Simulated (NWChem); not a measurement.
System: Cl, doublet

NWChem printed, in part:

```
             Northwest Computational Chemistry Package (NWChem) 7.3.0
             --------------------------------------------------------

                             Geometry "geometry" -> ""
                             -------------------------

 Output coordinates in angstroms (scale by  1.889725989 to convert to a.u.)

  No.       Tag          Charge          X              Y              Z
 ---- ---------------- ---------- -------------- -------------- --------------
    1 Cl                  17.0000     0.00000000     0.00000000     0.00000000

 Effective nuclear repulsion energy (a.u.)       0.0000000000

  pbe96 is a nonlocal functional; adding pw91lda local functional.

                                 NWChem DFT Module
                                 -----------------

 Summary of "ao basis" -> "ao basis" (spherical)
 ------------------------------------------------------------------------------
       Tag                 Description            Shells   Functions and Types
 ---------------- ------------------------------  ------  ---------------------
 Cl                        def2-tzvp                13       37   5s5p2d1f

            General Information
            -------------------
          SCF calculation type: DFT
          Wavefunction type:  spin polarized.
          No. of atoms     :     1
          No. of electrons :    17
           Alpha electrons :     9
            Beta electrons :     8
          Charge           :     0
          Spin multiplicity:     2
          Use of symmetry is: off; symmetry adaption is: off
          Maximum number of iterations: 150
          AO basis - number of functions:    37
                     number of shells:    13
          Convergence on energy requested:  1.00D-06
          Convergence on density requested:  1.00D-05
          Convergence on gradient requested:  5.00D-04

              XC Information
              --------------
          PerdewBurkeErnzerhof Exchange Functional  1.000
            Perdew 1991 LDA Correlation Functional  1.000 local
           PerdewBurkeErnz. Correlation Functional  1.000 non-local

             Grid Information
             ----------------
          Grid used for XC integration:  medium
          Radial quadrature: Mura-Knowles
          Angular quadrature: Lebedev.
          Tag              B.-S. Rad. Rad. Pts. Rad. Cut. Ang. Pts.
          ---              ---------- --------- --------- ---------
          Cl                  1.00       88           5.0       590
          Grid pruning is: on
          Number of quadrature shells:    88
          Spatial weights used:  Erf1

      Superposition of Atomic Density Guess
      -------------------------------------

 Sum of atomic energies:        -459.47768860

      Non-variational initial energy
      ------------------------------

 Total energy =    -459.271918
 1-e energy   =    -634.876819
 2-e energy   =     175.604901
 HOMO         =      -0.426215
 LUMO         =       0.481670

     ---------------------------------------------
      Total Density - Mulliken Population Analysis
     ---------------------------------------------

    Atom       Charge   Shell Charges
 -----------   ------   -------------------------------------------------------
    1 Cl  17    17.00   2.01  0.45  1.52  1.14  0.89  4.17  1.70  1.02  2.60  1.50  0.00  0.00  0.00

     --------------------------------------------
      Spin Density - Mulliken Population Analysis
     --------------------------------------------

    Atom       Charge   Shell Charges
 -----------   ------   -------------------------------------------------------
    1 Cl  17     1.00   0.00  0.00  0.00  0.00  0.00  0.03 -0.02  0.17  0.52  0.30  0.00  0.00  0.00

   convergence    iter        energy       DeltaE   RMS-Dens  Diis-err
 ---------------- ----- ----------------- --------- --------- ---------
 d= 0,ls=0.0,diis     1   -459.9450669375 -4.60D+02  3.98D-03  1.62D-01
                                                     2.34D-03  1.45D-01
 d= 0,ls=0.5,diis     2   -459.9565443077 -1.15D-02  1.53D-03  3.92D-03
                                                     1.58D-03  3.71D-03
 d= 0,ls=0.5,diis     3   -459.9583112786 -1.77D-03  2.34D-04  6.74D-04
                                                     2.05D-04  6.44D-04
 d= 0,ls=0.5,diis     4   -459.9583748957 -6.36D-05  1.31D-04  5.52D-05
                                                     1.16D-04  4.11D-05
 d= 0,ls=0.5,diis     5   -459.9583931046 -1.82D-05  4.74D-05  5.67D-06
                                                     3.88D-05  3.87D-06
  Resetting Diis
 d= 0,ls=0.5,diis     6   -459.9583954047 -2.30D-06  1.44D-05  4.67D-07
                                                     9.96D-06  2.89D-07
 d= 0,ls=0.5,diis     7   -459.9583956331 -2.28D-07  7.60D-06  6.15D-08
                                                     5.70D-06  3.48D-08

         Total DFT energy =     -459.958395667667
      One electron energy =     -635.001943394440
           Coulomb energy =      203.049126118190
    Exchange-Corr. energy =      -28.005578391417
 Nuclear repulsion energy =        0.000000000000

 Numeric. integr. density =       16.999999939404

                    DFT Final Alpha Molecular Orbital Analysis
                    ------------------------------------------

 Vector    7  Occ=1.000000D+00  E=-3.652149D-01
              MO Center=  1.6D-15, -1.5D-15, -4.0D-15, r^2= 1.1D+00
   Bfn.  Coefficient  Atom+Function         Bfn.  Coefficient  Atom+Function
  ----- ------------  ---------------      ----- ------------  ---------------
    17      0.471420  1 Cl pz                15     -0.276265  1 Cl px
    20      0.254844  1 Cl pz                14      0.218329  1 Cl pz
    16      0.202356  1 Cl py                 8     -0.177598  1 Cl pz
    18     -0.149346  1 Cl px                12     -0.127947  1 Cl px
    19      0.109391  1 Cl py                 6      0.104077  1 Cl px

 Vector    8  Occ=1.000000D+00  E=-3.101398D-01
              MO Center=  1.7D-17, -2.0D-17,  6.0D-16, r^2= 1.1D+00
   Bfn.  Coefficient  Atom+Function         Bfn.  Coefficient  Atom+Function
  ----- ------------  ---------------      ----- ------------  ---------------
    16      0.493731  1 Cl py                19      0.312780  1 Cl py
    15      0.241406  1 Cl px                13      0.238067  1 Cl py
     7     -0.192461  1 Cl py                18      0.152932  1 Cl px
    12      0.116401  1 Cl px                 6     -0.094103  1 Cl px
    10     -0.087862  1 Cl py                17     -0.070462  1 Cl pz

 Vector    9  Occ=1.000000D+00  E=-3.101398D-01
              MO Center=  1.3D-16,  3.5D-16,  4.0D-16, r^2= 1.1D+00
   Bfn.  Coefficient  Atom+Function         Bfn.  Coefficient  Atom+Function
  ----- ------------  ---------------      ----- ------------  ---------------
    15      0.423931  1 Cl px                17      0.317933  1 Cl pz
    18      0.268562  1 Cl px                12      0.204411  1 Cl px
    20      0.201411  1 Cl pz                 6     -0.165253  1 Cl px
    16     -0.161905  1 Cl py                14      0.153301  1 Cl pz
     8     -0.123933  1 Cl pz                19     -0.102567  1 Cl py

 Vector   10  Occ=0.000000D+00  E= 2.819354D-01
              MO Center= -2.6D-15, -1.7D-15,  1.7D-16, r^2= 3.3D+00
   Bfn.  Coefficient  Atom+Function         Bfn.  Coefficient  Atom+Function
  ----- ------------  ---------------      ----- ------------  ---------------
    20      1.106762  1 Cl pz                17     -0.864544  1 Cl pz
    18     -0.648593  1 Cl px                15      0.506646  1 Cl px
    19      0.475075  1 Cl py                16     -0.371103  1 Cl py
     8      0.129762  1 Cl pz                 6     -0.076044  1 Cl px
    14     -0.064904  1 Cl pz                 7      0.055700  1 Cl py

 Vector   11  Occ=0.000000D+00  E= 3.075231D-01
              MO Center=  1.8D-15,  3.9D-15,  6.6D-15, r^2= 3.2D+00
   Bfn.  Coefficient  Atom+Function         Bfn.  Coefficient  Atom+Function
  ----- ------------  ---------------      ----- ------------  ---------------
    19      0.983147  1 Cl py                18      0.936308  1 Cl px
    16     -0.789701  1 Cl py                15     -0.752078  1 Cl px
    20      0.126689  1 Cl pz                 7      0.119081  1 Cl py
     6      0.113407  1 Cl px                17     -0.101762  1 Cl pz
    13     -0.053977  1 Cl py                12     -0.051405  1 Cl px

 Vector   12  Occ=0.000000D+00  E= 3.075231D-01
              MO Center=  4.1D-15, -2.3D-15, -2.2D-15, r^2= 3.2D+00
   Bfn.  Coefficient  Atom+Function         Bfn.  Coefficient  Atom+Function
  ----- ------------  ---------------      ----- ------------  ---------------
    19     -0.817602  1 Cl py                20      0.791313  1 Cl pz
    18      0.751432  1 Cl px                16      0.656729  1 Cl py
    17     -0.635613  1 Cl pz                15     -0.603579  1 Cl px
     7     -0.099029  1 Cl py                 8      0.095845  1 Cl pz
     6      0.091015  1 Cl px                13      0.044888  1 Cl py

                     DFT Final Beta Molecular Orbital Analysis
                     -----------------------------------------

 Vector    6  Occ=1.000000D+00  E=-7.264903D-01
              MO Center= -2.4D-15,  1.0D-15,  2.9D-15, r^2= 7.8D-01
   Bfn.  Coefficient  Atom+Function         Bfn.  Coefficient  Atom+Function
  ----- ------------  ---------------      ----- ------------  ---------------
     4      0.724720  1 Cl s                  3     -0.521808  1 Cl s
     5      0.479802  1 Cl s                  1      0.091470  1 Cl s
     2      0.082796  1 Cl s

 Vector    7  Occ=1.000000D+00  E=-2.954763D-01
              MO Center= -8.8D-18, -6.9D-16,  9.4D-16, r^2= 1.1D+00
   Bfn.  Coefficient  Atom+Function         Bfn.  Coefficient  Atom+Function
  ----- ------------  ---------------      ----- ------------  ---------------
    16      0.460333  1 Cl py                19      0.304822  1 Cl py
    17     -0.267362  1 Cl pz                13      0.225316  1 Cl py
     7     -0.181705  1 Cl py                20     -0.177041  1 Cl pz
    14     -0.130864  1 Cl pz                15     -0.119048  1 Cl px
     8      0.105534  1 Cl pz                10     -0.082457  1 Cl py

 Vector    8  Occ=1.000000D+00  E=-2.954763D-01
              MO Center=  3.3D-17,  2.4D-16,  7.8D-16, r^2= 1.1D+00
   Bfn.  Coefficient  Atom+Function         Bfn.  Coefficient  Atom+Function
  ----- ------------  ---------------      ----- ------------  ---------------
    15      0.465291  1 Cl px                18      0.308105  1 Cl px
    12      0.227743  1 Cl px                16      0.223084  1 Cl py
     6     -0.183662  1 Cl px                17      0.176915  1 Cl pz
    19      0.147721  1 Cl py                20      0.117149  1 Cl pz
    13      0.109191  1 Cl py                 7     -0.088057  1 Cl py

 Vector    9  Occ=0.000000D+00  E=-2.814523D-01
              MO Center=  4.7D-16, -4.2D-16,  3.5D-16, r^2= 1.2D+00
   Bfn.  Coefficient  Atom+Function         Bfn.  Coefficient  Atom+Function
  ----- ------------  ---------------      ----- ------------  ---------------
    17      0.433364  1 Cl pz                20      0.301176  1 Cl pz
    15     -0.253963  1 Cl px                14      0.216077  1 Cl pz
    16      0.186020  1 Cl py                18     -0.176498  1 Cl px
     8     -0.174056  1 Cl pz                19      0.129279  1 Cl py
    12     -0.126627  1 Cl px                 6      0.102002  1 Cl px

 Vector   10  Occ=0.000000D+00  E= 3.142524D-01
              MO Center=  4.6D-15, -2.9D-15, -8.1D-16, r^2= 3.2D+00
   Bfn.  Coefficient  Atom+Function         Bfn.  Coefficient  Atom+Function
  ----- ------------  ---------------      ----- ------------  ---------------
    19      1.047057  1 Cl py                16     -0.847230  1 Cl py
    20     -0.728885  1 Cl pz                17      0.589779  1 Cl pz
    18     -0.476833  1 Cl px                15      0.385831  1 Cl px
     7      0.128189  1 Cl py                 8     -0.089236  1 Cl pz
     6     -0.058378  1 Cl px                13     -0.056752  1 Cl py

 Vector   11  Occ=0.000000D+00  E= 3.142524D-01
              MO Center=  1.5D-15,  3.2D-15,  4.2D-15, r^2= 3.2D+00
   Bfn.  Coefficient  Atom+Function         Bfn.  Coefficient  Atom+Function
  ----- ------------  ---------------      ----- ------------  ---------------
    18      1.100271  1 Cl px                15     -0.890288  1 Cl px
    19      0.731379  1 Cl py                16     -0.591798  1 Cl py
    20      0.330847  1 Cl pz                17     -0.267706  1 Cl pz
     6      0.134703  1 Cl px                 7      0.089541  1 Cl py
    12     -0.059636  1 Cl px                 8      0.040505  1 Cl pz

     ---------------------------------------------
      Total Density - Mulliken Population Analysis
     ---------------------------------------------

    Atom       Charge   Shell Charges
 -----------   ------   -------------------------------------------------------
    1 Cl  17    17.00   2.01  0.43  1.53  1.18  0.85  4.19  1.67  1.11  2.62  1.41  0.00  0.00  0.00

     --------------------------------------------
      Spin Density - Mulliken Population Analysis
     --------------------------------------------

    Atom       Charge   Shell Charges
 -----------   ------   -------------------------------------------------------
    1 Cl  17     1.00   0.00  0.00 -0.00  0.01 -0.01  0.03 -0.02  0.18  0.57  0.23  0.00  0.00  0.00

     -------------------------------------------
      Total Density - Lowdin Population Analysis
     -------------------------------------------

    Atom       Charge   Shell Charges
 -----------   ------   -------------------------------------------------------
    1 Cl  17    17.00   1.98  0.84  1.15  1.02  1.01  3.92  1.90  1.25  2.39  1.54  0.00  0.00  0.00

     ------------------------------------------
      Spin Density - Lowdin Population Analysis
     ------------------------------------------

    Atom       Charge   Shell Charges
 -----------   ------   -------------------------------------------------------
    1 Cl  17     1.00  -0.00  0.00 -0.00  0.00 -0.01  0.04 -0.00  0.19  0.50  0.27  0.00  0.00  0.00

   alpha - beta orbital overlaps
   -----------------------------

   alpha      1      2      3      4      5      6      7      8      9     10
    beta      1      2      3      4      5      6      9      7      8     12
 overlap   1.000  1.000  1.000  0.988  0.988  0.999  0.999  0.719  0.719  0.999

   alpha     11     12     13     14     15     16     17     18     19     20
    beta     11     10     17     15     16     14     13     18     23     21
 overlap   0.964  0.964  0.999  0.942  0.942  0.979  0.979  0.999  0.999  0.996

   alpha     21     22     23     24     25     26     27     28     29     30
    beta     22     20     19     30     28     29     26     27     24     25
 overlap   0.996  0.714  0.714  0.993  0.837  0.837  0.821  0.821  0.965  0.965

   alpha     31     32     33     34     35     36     37
    beta     33     32     31     34     35     36     37
 overlap   0.993  0.828  0.828  1.000  0.850  0.850  1.000

     --------------------------
     Expectation value of S2:
     --------------------------
      <S2> =      0.7529 (Exact =     0.7500)
```

Level: PBE/def2-TZVP, spin-unrestricted. The open p shell is one determinant without spherical averaging. No stability test was run on the SCF state.

**Question.** Write an input that gives this output.

**Answer.** This is not unique; one that fits is the input that was run:
```
start job
memory heap 200 mb stack 900 mb global 1100 mb
geometry units angstroms noautoz
  Cl     0.000000     0.000000     0.000000
end
basis spherical
  * library def2-tzvp
end
dft
  odft
  mult 2
  xc xpbe96 cpbe96
  iterations 150
  mulliken
end
task dft energy
```
